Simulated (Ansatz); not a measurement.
The same path of CH5NS (8 atoms, charge 0, multiplicity 1) was run twice with different band settings. The coordinate that changes most is the dihedral H7–C2–S3–H8.

The calculation used RKS PBE-D4/STO-3G in Ansatz.

Relaxed end points:

```xyz
8
Properties=species:S:1:pos:R:3
N -0.846 0.796 -0.015
C 0.536 0.126 0.061
S 0.572 -1.252 1.262
H -0.696 1.566 -0.749
H -1.428 0.097 -0.588
H 1.244 0.897 0.433
H 0.911 -0.218 -0.937
H -0.201 -2.070 0.477
```

```xyz
8
Properties=species:S:1:pos:R:3
N -0.850 0.978 -0.038
C 0.357 0.043 0.031
S -0.063 -1.321 1.194
H -0.547 1.717 -0.755
H -1.567 0.421 -0.610
H 1.212 0.654 0.401
H 0.659 -0.388 -0.958
H 0.891 -2.160 0.678
```

Common settings: spring 5.0 eV/Å²; optimiser quadratic models (default); start path through a guess of the saddle point; force threshold 0.05 eV/Å; iteration limit 60; end points relaxed.

| run | movable images | climbing image |
| --- | --- | --- |
| 1 | 9 | yes |
| 2 | 3 | no |

Q: What does each run give, and how far can it be trusted?

A: Run 1: converged after 6 iterations, highest image 0.068 eV above the first end. The top lies less than 8 meV above the higher end, about what the thresholds resolve: that end is a shoulder or a very shallow well. A vibrational analysis at the climbing image gives one clearly imaginary mode, 105i cm⁻¹: a first-order saddle point.
Run 2: converged after 6 iterations, highest image 0.068 eV above the first end. The top lies less than 8 meV above the higher end, about what the thresholds resolve: that end is a shoulder or a very shallow well. No image climbed, so the highest image needn't sit at the top of the path. So few images can step over the top or miss a turn of the path.
Limits of this set-up: minimal basis.
